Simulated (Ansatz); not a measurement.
# BCl (SMILES [B]Cl) at 6 levels

Aim: a comparison of 6 runs (HF/STO-3G, CAM-B3LYP/STO-3G, SVWN5/STO-3G, r2SCAN/STO-3G, BCCD(T)/STO-3G, CCSD(T)/STO-3G) of BCl. 

Program for the calculation: Ansatz 0.2.0.

41 further runs of the same task are left out: 1 that didn't finish, 40 set aside as unsound or not needed.

### 1 The molecule

BCl: 2 atoms, total charge 0, spin state singlet. As SMILES, `[B]Cl`. The Cl2–B1 distance was set to 3.157 Å, away from the relaxed value.

### 2 The energy at HF/STO-3G (run 1)

Contents of in.yaml:

```yaml
crystal:
  periodic: [false, false, false]
  atoms:
    - {symbol: B, position_ang: [0.000000, 0.000000, -1.578570]}
    - {symbol: Cl, position_ang: [0.000000, 0.000000, 1.578530]}
basis:
  gaussian:
    orbitals: STO-3G
hamiltonian:
  xc: hf
accuracy: high
```

Command:

```
ansatz run in.yaml --threads 1 --pin off --max-ram 2610MiB --events-out events.jsonl --progress --plain --runs-dir runs
```

What it wrote:

```text
Warning: RAYON_NUM_THREADS=1 ignored (pool sized by the plan → 1); use --threads N
Functional definition: HF
  name "HF"
  exchange = exact_x
  correlation = 0
208 factors; integrals over basis functions are off by at most 2.0e-8 eV
mean field evaluation 1: about -13023.4173 eV, gradient 5.4e0 eV
mean field evaluation 2: about -13023.4266 eV, gradient 5.4e0 eV
mean field evaluation 4: about -13024.8860 eV, gradient 8.7e-1 eV
mean field evaluation 8: about -13024.9059 eV, gradient 2.6e-2 eV
mean field -13024.90591164 eV, -478.6564636543 hartree, gradient 2.2e-8 eV, S^2 0.000000; 0 other end points of the search recorded, 0 dependent functions left out
reference -13024.90591164 eV, -478.6564636543 hartree; 11, 11 occupied and 3, 3 virtual orbitals, 208 factors
Total energy: -13024.90591164 eV, -478.6564636543 hartree
```

Wall time 0.08 s (1 thread of Intel Xeon Platinum 8375C at 2.90GHz (Ice Lake), shared host).

### 3 The energy at CAM-B3LYP/STO-3G (run 2)

Contents of run.yaml:

```yaml
basis:
  gaussian: {orbitals: STO-3G}
crystal:
  periodic: [false, false, false]
  atoms:
    - {symbol: B, position_ang: [0.000000, 0.000000, -1.578570]}
    - {symbol: Cl, position_ang: [0.000000, 0.000000, 1.578530]}
accuracy: high
hamiltonian: {xc: {name: CAM-B3LYP}}
```

Command:

```
ansatz run run.yaml --threads 1 --pin off --max-ram 2610MiB --events-out events.jsonl --progress --plain --runs-dir runs
```

What it wrote:

```text
Warning: RAYON_NUM_THREADS=1 ignored (pool sized by the plan → 1); use --threads N
Functional definition: CAM-B3LYP
  name "CAM-B3LYP"
  parameter alpha = 0.19
  parameter beta = 0.46
  parameter omega = 0.33/bohr
  parameter ac = 0.81
  exchange = (1 - alpha - beta)*b88_x + beta*b88_x_sr(omega) + alpha*exact_x + beta*exact_x_lr(omega)
  correlation = (1 - ac)*vwn5_c + ac*lyp_c
208 factors; integrals over basis functions are off by at most 2.0e-8 eV
106 factors; integrals over basis functions are off by at most 1.6e-9 eV
mean field evaluation 1: about -13042.2349 eV, gradient 6.4e0 eV
mean field evaluation 2: about -12783.7005 eV, gradient 9.6e1 eV
mean field evaluation 4: about -12983.3546 eV, gradient 1.6e2 eV
mean field evaluation 8: about -13044.0204 eV, gradient 1.4e1 eV
mean field evaluation 16: about -13045.1556 eV, gradient 9.8e-9 eV
mean field -13045.15558692 eV, -479.4006254954 hartree, gradient 1.1e-8 eV, S^2 0.000000; 0 other end points of the search recorded, 0 dependent functions left out
reference -13045.15559867 eV, -479.4006259272 hartree; 11, 11 occupied and 3, 3 virtual orbitals, 208 factors
Total energy: -13045.15559867 eV, -479.4006259272 hartree
```

Run time: 0.55 s. Hardware: 1 thread of Intel Xeon Platinum 8375C at 2.90GHz (Ice Lake), shared host.

### 4 A single-point energy at SVWN5/STO-3G (run 3)

Contents of in.yaml:

```yaml
crystal:
  periodic: [false, false, false]
  atoms:
    - symbol: B
      position_ang: [0.000000, 0.000000, -1.578570]
    - symbol: Cl
      position_ang: [0.000000, 0.000000, 1.578530]
basis:
  gaussian:
    orbitals: STO-3G
magnetization:
  spin_polarized: false
  initial_magnetization: 0
hamiltonian:
  xc: {name: SVWN5}
accuracy: high
```

Command:

```
ansatz run in.yaml --threads 1 --pin off --max-ram 2610MiB --events-out events.jsonl --progress --plain --runs-dir runs
```

What it wrote:

```text
Warning: RAYON_NUM_THREADS=1 ignored (pool sized by the plan → 1); use --threads N
Functional definition: SVWN5
  name "SVWN5"
  exchange = slater_x
  correlation = vwn5_c
208 factors; integrals over basis functions are off by at most 2.0e-8 eV
mean field evaluation 1: about -12992.9885 eV, gradient 7.7e0 eV
mean field evaluation 2: about -12723.2666 eV, gradient 4.7e1 eV
mean field evaluation 4: about -12993.8013 eV, gradient 1.0e1 eV
mean field evaluation 8: about -12995.8427 eV, gradient 9.6e0 eV
mean field evaluation 16: about -12996.9613 eV, gradient 1.8e-7 eV
mean field evaluation 32: about -12972.0667 eV, gradient 2.4e1 eV
mean field -12996.96128789 eV, -477.6295176732 hartree, gradient 2.0e-8 eV, S^2 0.000000; 0 other end points of the search recorded, 0 dependent functions left out
reference -12996.96128942 eV, -477.6295177294 hartree; 11, 11 occupied and 3, 3 virtual orbitals, 208 factors
Total energy: -12996.96128942 eV, -477.6295177294 hartree
```

Wall time 0.32 s (1 thread of Intel Xeon Platinum 8375C at 2.90GHz (Ice Lake), shared host).

Runs 4 to 5 aren't shown in full; the table further down has their settings and results.

### 5 The energy at CCSD(T)/STO-3G (run 6)

Contents of run.yaml:

```yaml
crystal:
  periodic: [false, false, false]
  atoms:
    - {symbol: B, position_ang: [0.000000, 0.000000, -1.578570]}
    - {symbol: Cl, position_ang: [0.000000, 0.000000, 1.578530]}
basis:
  gaussian:
    orbitals: STO-3G
correlation:
  method: ccsd_t
  frozen_orbitals: {B: 1, Cl: 5}
accuracy: high
scf:
  omitted_lower_state_checks: [cluster_reference, increment]
```

Command:

```
ansatz run run.yaml --threads 1 --pin off --max-ram 2610MiB --events-out events.jsonl --progress --plain --runs-dir runs
```

What it wrote, shortened:

```text
Warning: RAYON_NUM_THREADS=1 ignored (pool sized by the plan → 1); use --threads N
[... 2 set-up lines as earlier in the session ...]
[...]
208 factors; integrals over basis functions are off by at most 2.0e-8 eV
[...]
mean field -13024.90591164 eV, -478.6564636543 hartree, gradient 2.2e-8 eV, S^2 0.000000; 0 other end points of the search recorded, 0 dependent functions left out; unrestricted orbitals would lower it
6 core orbitals not correlated: weight in the atoms' cores, before any rotation towards them, 1.000 or more for the frozen orbitals, at most 0.000 for the correlated occupied ones
reference -13024.90591164 eV, -478.6564636543 hartree; 5, 5 occupied and 3, 3 virtual orbitals, 208 factors
second order -1.44450856 eV of doubles, -0.00000000 eV of singles
cycle   1  -1.62354385 eV  change   -4.3e-1 eV  update   1.5e-1
[...]
cycle  27  -2.65576750 eV  change   7.5e-11 eV  update  4.6e-10
perturbative correction -0.05252863 eV, -0.0019303915 hartree
WARN: these amplitudes may be one of several solutions (largest doubles amplitude 0.50, level shift 2.21 eV)
Total energy: -13027.61420777 eV, -478.7559917014 hartree
Checks for a lower state left out: cluster_reference, increment
```

Run time: 0.14 s. Hardware: 1 thread of Intel Xeon Platinum 8375C at 2.90GHz (Ice Lake), shared host.

### 6 Overview of the runs

| run | level | frozen core orbitals | energy (Eh) | wall time |
| --- | --- | --- | --- | --- |
| 1 | HF/STO-3G | – | -478.656464 | 0.08 s |
| 2 | CAM-B3LYP/STO-3G | – | -479.400626 | 0.55 s |
| 3 | SVWN5/STO-3G | – | -477.629518 | 0.32 s |
| 4 | r2SCAN/STO-3G | – | -479.428011 | 1.2 s |
| 5 | BCCD(T)/STO-3G | 6 | -478.754936 | 0.18 s |
| 6 | CCSD(T)/STO-3G | 6 | -478.755992 | 0.14 s |

### 7 Results

| quantity | value |
| --- | --- |
| run 6: total energy | -478.75599 Eh |
| run 6: correlation energy (6 core orbitals frozen) | -99.5 mEh |
| run 6: (T) correction | -1.93 mEh |
| run 6: T1 diagnostic | 0.093 |

What this shows: Below the HF energy at the same shape and in the same basis (STO-3G): BCCD(T) -98.5 mEh; CCSD(T) -99.5 mEh. Totals of different functionals can't be ranked against each other. In run 6 the T1 diagnostic is large, so a single reference may not serve. In runs 5, 6 the log says that unrestricted orbitals would lower the reference, so the values rest on an unstable closed-shell determinant (other closed-shell runs at this shape may share the fault). In runs 1, 2, 3, 4, 5, 6 the basis is minimal, so the values are rough. All runs together took 2.5 s, the longest 1.2 s.
